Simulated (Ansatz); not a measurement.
Geometry optimisation, RHF/def2-SVP in Ansatz.

Input file:

```yaml
crystal:
  periodic: [false, false, false]
  atoms:
    - { symbol: C, position_ang: [-1.1981, 0.773, -1.062] }
    - { symbol: C, position_ang: [-0.567, 0.4498, 0.0162] }
    - { symbol: C, position_ang: [0.5153, -0.4635, -0.0378] }
    - { symbol: C, position_ang: [1.3054, -0.8196, 1.0633] }
    - { symbol: H, position_ang: [-1.0005, 0.4345, -2.0798] }
    - { symbol: H, position_ang: [-2.0774, 1.5281, -0.9973] }
    - { symbol: H, position_ang: [-0.8249, 0.8635, 0.9873] }
    - { symbol: H, position_ang: [0.8749, -0.8566, -0.9969] }
    - { symbol: H, position_ang: [0.9912, -0.437, 2.0974] }
    - { symbol: H, position_ang: [2.0642, -1.5233, 1.0126] }
basis:
  gaussian: { orbitals: def2-SVP }
hamiltonian:
  xc: hf
relax:
  f_tol: 0.02
  max_steps: 50
output:
  orbitals: {}
```

Launched with:

```bash
$ ansatz run input.yaml --threads 1 --pin off --max-ram 2048MiB --backend cpu --events-out ev --progress --plain --runs-dir out
```

Question: Where does it end, and by what steps?

Answer: The run converged. After 4 steps the energy has fallen by 0.587 eV; C3 moved furthest, 0.07 Å.

```json
{"step": "0", "energy less start (eV)": "0.0000", "largest force component (eV/Å)": "5.022", "accepted": "yes"}
{"step": "1", "energy less start (eV)": "-0.4405", "largest force component (eV/Å)": "1.901", "accepted": "yes"}
{"step": "2", "energy less start (eV)": "-0.5806", "largest force component (eV/Å)": "0.246", "accepted": "yes"}
{"step": "3", "energy less start (eV)": "-0.5849", "largest force component (eV/Å)": "0.192", "accepted": "yes"}
{"step": "4", "energy less start (eV)": "-0.5871", "largest force component (eV/Å)": "0.015", "accepted": "yes"}
```

```xyz
10
Properties=species:S:1:pos:R:3
C -1.242 0.820 -1.073
C -0.561 0.459 0.007
C 0.577 -0.469 -0.006
C 1.259 -0.830 1.073
H -0.992 0.440 -2.056
H -2.075 1.509 -1.012
H -0.843 0.863 0.974
H 0.859 -0.873 -0.973
H 1.010 -0.451 2.057
H 2.091 -1.519 1.011
```

Whether the end is a true minimum wasn't checked by a vibrational analysis.

The run took 14 s on 1 thread of Intel(R) Xeon(R) Processor @ 2.70GHz, on a shared host, peak memory 0.16 GiB.
